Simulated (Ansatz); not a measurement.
A nudged elastic band was laid between two geometries of AlClFH + H2 (6 atoms, charge 0, multiplicity 1).

All numbers below come from RKS revPBE-D4/def2-SVP in Ansatz.

```
movable images  : 9
climbing image  : yes
spring          : 5.0 eV/Å²
optimiser       : quadratic models (default)
start path      : through a guess of the saddle point
force threshold : 0.05 eV/Å
iteration limit : 60
end points      : relaxed
```

Image 0:

```xyz
6
Properties=species:S:1:pos:R:3
Al 0.025 0.134 0.237
Cl -0.055 0.741 2.265
H 1.377 0.081 -0.578
F -1.437 -0.065 -0.571
H 0.000 -2.201 0.513
H 0.122 -1.955 1.234
```

Image 10:

```xyz
6
Properties=species:S:1:pos:R:3
Al 0.371 -0.815 -0.103
Cl 0.029 -0.033 2.386
H 1.345 0.287 -0.708
F -1.313 -0.354 -0.067
H 0.633 -2.378 0.026
H -1.032 0.028 1.566
```

Problem. Which bonds break or form, and what moves?

Solution. Bonds broken: Al1–Cl2, H5–H6. Bonds formed: Al1–H5, Cl2–H6. AlClFH + H2 becomes AlClFH3.

Problem. Give the energies along the band, and the barrier.

Solution. The run converged. The highest image is number 5 of 0 to 10, 124.8 kJ/mol above the first end and 17.3 kJ/mol above the last; the last end lies 107.6 kJ/mol above the first. A vibrational analysis at the climbing image gives one clearly imaginary mode, 171i cm⁻¹: a first-order saddle point. The orbitals stay closed-shell, which can raise the energy where a bond breaks towards radicals; this wasn't checked here.

```
image  path coordinate (Å)  energy (kJ/mol)  Al1–Cl2 (Å)  H5–H6 (Å)  Al1–H5 (Å)
    0                 0.00              0.0         2.12       0.77        2.35
    1                 0.33              3.9         2.13       0.78        2.24
    2                 0.67             23.0         2.17       0.80        2.05
    3                 1.00             70.3         2.27       0.90        1.84
    4                 1.33            118.0         2.42       1.20        1.71
    5                 1.67            124.8         2.60       1.59        1.64
    6                 2.29            121.2         2.69       2.35        1.60
    7                 2.91            119.3         2.70       2.97        1.60
    8                 3.53            118.5         2.70       3.34        1.60
    9                 4.15            113.7         2.70       3.46        1.59
   10                 4.77            107.6         2.63       3.31        1.59
```

Problem. What is the geometry of the highest image?

Solution. 
```xyz
6
Properties=species:S:1:pos:R:3
Al 0.064 -0.457 -0.172
Cl -0.041 0.059 2.376
H 1.376 0.255 -0.707
F -1.447 0.039 -0.741
H 0.086 -1.960 0.477
H -0.007 -1.202 1.867
```

Problem. What are the harmonic wavenumbers there?

Solution. 171i, 121, 271, 417, 556, 636, 777, 836, 858, 1717, 1934, 2224 cm⁻¹.

The run took 3.3 min on 1 thread of Arm Neoverse V1 (shared host), peak memory 0.11 GiB.
